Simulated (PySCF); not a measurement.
Compound: N-methylacetamide, C₃H₇NO.
SMILES with atom numbers: `[CH3:1][NH:2][C:3]([CH3:4])=[O:5]` (hydrogens: H6, H7, H8 on C1; H9 on N2; H10, H11, H12 on C4)

Computed with PySCF at CAM-B3LYP/def2-SVPD, non-relativistic, on one gas-phase PBE0-D3(BJ)/def2-SVP geometry that isn't relaxed in the solvent. The solvent is an IEF-PCM continuum (Bondi radii, 1.10 Å for H, scaled by 1.2). Only the electrostatic response of the medium enters.

Gas phase at CAM-B3LYP/def2-SVPD: HOMO -8.79 eV, LUMO 1.07 eV, dipole 3.93 D.

What does the continuum do to the energy, the frontier levels and the dipole at CAM-B3LYP/def2-SVPD in chloroform and methanol?

| solvent | ε | E(solvent) − E(gas) (kJ/mol) | polarisation term (kJ/mol) | distortion of the solute (kJ/mol) | HOMO (eV) | LUMO (eV) | dipole (D) |
| --- | --- | --- | --- | --- | --- | --- | --- |
| chloroform | 4.711 | -24.58 | -29.14 | 4.56 | -8.76 | 1.32 | 4.93 |
| methanol | 32.61 | -34.31 | -43.61 | 9.30 | -8.75 | 1.35 | 5.37 |

Polarisation term: ½ Σ q·V over the induced surface charges. Distortion: the rise of the solute's own energy as its density leaves the gas-phase optimum. The atom shares or the degeneracy of the LUMO differ from the gas phase in methanol, so that column needn't follow one orbital. From chloroform to methanol the lowering changes by a factor 1.40, Onsager's factor (ε − 1)/(2ε + 1) by 1.34 and ε itself by 6.9.

Which radius a makes the point-dipole formula ΔE = −[(ε − 1)/(2ε + 1)]·μ²/a³ give the value in methanol, with the gas-phase dipole?

μ = 1.545 au and |ΔE| = 0.01307 Eh give a = 2.35 Å; the farthest nucleus lies 2.73 Å from the centroid of the nuclei, so such a sphere wouldn't even hold the nuclei. The formula assumes a rigid point dipole at the centre of a sphere.

How does the static polarisability (CAM-B3LYP/def2-SVPD, frozen core, with the continuum's full static response) change?

| medium | isotropic (au) | principal values (au) | ⟨r²⟩ of the electrons (bohr²) |
| --- | --- | --- | --- |
| gas | 50.2 | 39.2, 51.4, 60.0 | 458.0 |
| chloroform | 60.6 | 47.5, 62.8, 71.4 | 457.7 |
| methanol | 65.3 | 51.9, 67.4, 76.5 | 457.6 |

The isotropic value in methanol is 1.30 times the gas-phase one; no cavity-field correction is applied. ⟨r²⟩ is taken about the centre of nuclear charge.

On an Intel Xeon Platinum 8375C at 2.90 GHz with one thread, shared host with 64 logical CPUs at a one-minute load of 61, this took 20 s and 0.80 GiB of memory at its peak. This is the whole response run at CAM-B3LYP/def2-SVPD in methanol, SCF included.

Shape of the structure used: `[CH3:1][NH:2][C:3]([CH3:4])=[O:5]`: C1–N2–C3–C4 -179°.
